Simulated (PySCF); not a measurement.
Structure problem from calculated spectra and properties.

Elements present: B, C, H and O. Monoisotopic mass: 42.0277 u.

| Item | Value |
| --- | --- |
| Dipole | 1.41 D [wB97X-D/def2-SVPD] |
| Couplings | largest of the computed one-bond spin–spin couplings (means over like bonds): 11B–1H +115.8 (×3), 13C–11B +45.0, 17O–13C +12.9 Hz [B3LYP/pcJ-1] |
| Triplet | lowest triplet excitation (Tamm–Dancoff): 5.83 eV [TDA wB97X-D/def2-SVPD] |
| 1H NMR | chemical shifts (computed TMS as zero) by class: 1.57 (3 H) ppm [GIAO KT2/pcSseg-1] |
| NMR, other nuclei | isotropic shieldings of nuclei other than C and H, by class: 161 (1 B), -23 (1 O) ppm [GIAO KT2/pcSseg-1] |
| UV, first state | lowest singlet excitation: 6.40 eV (194 nm, f = 0.000) [TDDFT wB97X-D/def2-SVPD] |
| 13C NMR | chemical shifts (computed TMS as zero) by class: 177.7 (1 C) ppm [GIAO KT2/pcSseg-1] |
| XPS | B1s 195.1, C1s 295.8, O1s 541.7 eV [ΔSCF SCAN, pcX-2 on the ionised atom, pcseg-1 elsewhere, spin-free X2C] |
| Rotational structure | rotational constants A, B, C: 119.742, 8.764, 8.764 GHz [PBE0-D3(BJ)/def2-SVP] |

The electronic properties come from PySCF, for the isolated species, density fitting. Levels stand in brackets. Isolated species at its PBE0-D3(BJ)/def2-SVP geometry, gas phase. NMR classes are plain means over equivalent atoms (diastereotopic ones count apart unless rotation or inversion swaps them), as if these changed places fast.

Q: Which formula fits the mass and the elements?

A: CH3BO (calculated 42.0277). No other formula that holds each of these elements comes within 0.0003 u with a fitting electron parity and a possible valence count.

Q: Propose a structure and show how it fits.

A: The one carbon: carbon bonded to B and O (177.7 ppm). All hydrogens form one class (1.57 ppm): hydrogen on boron. The other shieldings belong to: 161 ppm, boron bonded to C and 3 H; -23 ppm, oxygen bonded to C. The couplings run between: +115.8 Hz, boron bonded to C and 3 H and its hydrogen (with 2 like pairs); +45.0 Hz, carbon bonded to B and O and boron bonded to C and 3 H; +12.9 Hz, oxygen bonded to C and carbon bonded to B and O. The core levels belong to: B1s 195.1 eV, boron bonded to C and 3 H; C1s 295.8 eV, carbon bonded to B and O; O1s 541.7 eV, oxygen bonded to C. The hole state at 295.8 eV has ⟨S²⟩ = 0.83 against 0.75, so that value is less sure. The optimised geometry has point group C3v and is a prolate symmetric top. Structure: B(CO)H3 (`[H]B([H])([H])<-[C-]#[O+]`). Computed isomers that give other values at the same levels: `C=BO` (CH2BOH) (rotational constant A: 206.526 GHz; this holds for the one conformer computed); `CB=O` (CH3BO) (core binding energies: B1s 197.6, C1s 291.9, O1s 537.9 eV). The assignments are read from this structure; whether some other isomer fits the data as well wasn't checked.
